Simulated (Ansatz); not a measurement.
**Setting up singlet Si2H5O− in Ansatz**

Si2H5O−: 8 atoms, total charge -1, spin state singlet. As SMILES of the parent species, `[SiH2]O[SiH3]`. Geometry: optimised at B3LYP/def2-SVP. This is one conformer, not always the lowest.

```tsv
atom	x (Å)	y (Å)	z (Å)
Si	-1.4454	1.0142	-0.6766
O	-0.0108	-0.0775	-0.4550
Si	0.8000	-0.7063	0.7895
H	-1.9164	0.4104	-2.0343
H	-0.6963	2.1731	-1.4075
H	1.2553	-2.1174	0.5080
H	0.0319	-0.7846	2.0863
H	2.0740	0.0311	1.1337
```

Settings wanted:

| Setting | Value |
| --- | --- |
| basis set | def2-TZVP |
| core potential | none |
| task | energy |
| method | CCSD(T) |
| reference | RHF |
| accuracy | medium |
| frozen core orbitals | 11 |
| start density | atoms |

**Question.** Give an Ansatz 0.2.0 job that does this.

**Answer.** One that was run (others would do as well):

input.yaml:
```yaml
crystal:
  periodic: [false, false, false]
  atoms:
    - {symbol: Si, position_ang: [-1.445420, 1.014155, -0.676575]}
    - {symbol: O, position_ang: [-0.010829, -0.077477, -0.454954]}
    - {symbol: Si, position_ang: [0.799989, -0.706283, 0.789492]}
    - {symbol: H, position_ang: [-1.916442, 0.410442, -2.034303]}
    - {symbol: H, position_ang: [-0.696310, 2.173086, -1.407542]}
    - {symbol: H, position_ang: [1.255292, -2.117441, 0.508049]}
    - {symbol: H, position_ang: [0.031912, -0.784580, 2.086259]}
    - {symbol: H, position_ang: [2.074008, 0.031097, 1.133673]}
basis:
  gaussian: {orbitals: def2-TZVP}
total_charge: -1
magnetization: {spin_polarized: false, initial_magnetization: 0}
correlation: {method: ccsd_t, frozen_orbitals: {H: 0, O: 1, Si: 5}}
scf: {omitted_lower_state_checks: [cluster_reference, increment]}
```

```bash
$ ansatz run input.yaml --threads 1 --pin off --max-ram 3480MiB --events-out events.jsonl --progress --plain --runs-dir runs
```

Calculated total energy: -656.28882 Eh. Without diffuse functions the anion is poorly described.
